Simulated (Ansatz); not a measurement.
# C3H3: the cost of one run

Computed with Ansatz 0.2.0 (the levels named in each step, unless a step's input says otherwise).

## 1. The starting structure

Bond lengths: C1–C2 1.219 Å, C2–C3 1.352 Å, C1–H4 1.048 Å, C3–H5 1.075 Å, C3–H6 1.075 Å. Angles: C1–C2–C3 180.0°, C2–C1–H4 179.8°, C2–C3–H5 120.6°, C2–C3–H6 120.7°, H5–C3–H6 118.7°.

Coordinates:

```xyz
6

C     1.2776   -0.1855    0.1493
C     0.0790   -0.0112    0.0094
C    -1.2500    0.1812   -0.1462
H     2.3085   -0.3327    0.2690
H    -1.6211    1.0406   -0.6746
H    -1.9564   -0.5220    0.2564
```

## 2. A rough first relaxation, PBE-D4/def2-SVP

This run stands in another session on the same molecule. It ended at:

```xyz
6

C     1.3055   -0.1886    0.1515
C     0.0822   -0.0116    0.0076
C    -1.2676    0.1836   -0.1485
H     2.3677   -0.3424    0.2779
H    -1.6546    1.0627   -0.6881
H    -1.9957   -0.5334    0.2630
```

## 3. Relaxation, HF/STO-3G

Input file input.yaml:

```yaml
crystal:
  periodic: [false, false, false]
  atoms:
    - { symbol: C, position_ang: [1.30546789, -0.18856845, 0.15146452] }
    - { symbol: C, position_ang: [0.08222027, -0.01162161, 0.00759038] }
    - { symbol: C, position_ang: [-1.26759519, 0.18358873, -0.14853514] }
    - { symbol: H, position_ang: [2.36770601, -0.34237028, 0.27791392] }
    - { symbol: H, position_ang: [-1.65462673, 1.06269125, -0.6880695] }
    - { symbol: H, position_ang: [-1.99574225, -0.53344963, 0.26301582] }
magnetization:
  spin_polarized: true
  initial_magnetization: 1
basis:
  gaussian: { orbitals: STO-3G }
hamiltonian:
  xc: hf
relax:
  f_tol: 0.002
  max_steps: 150
```

Run with:

```bash
ansatz run input.yaml --threads 2 --pin off --max-ram 5120MiB --backend cpu --events-out ev --progress --plain --runs-dir out
```

**Question.** How long does this run take on 2 threads of AMD EPYC (Zen 3), shared host, and how much memory does it need?

About 4.3 s, with a peak of 0.084 GiB.
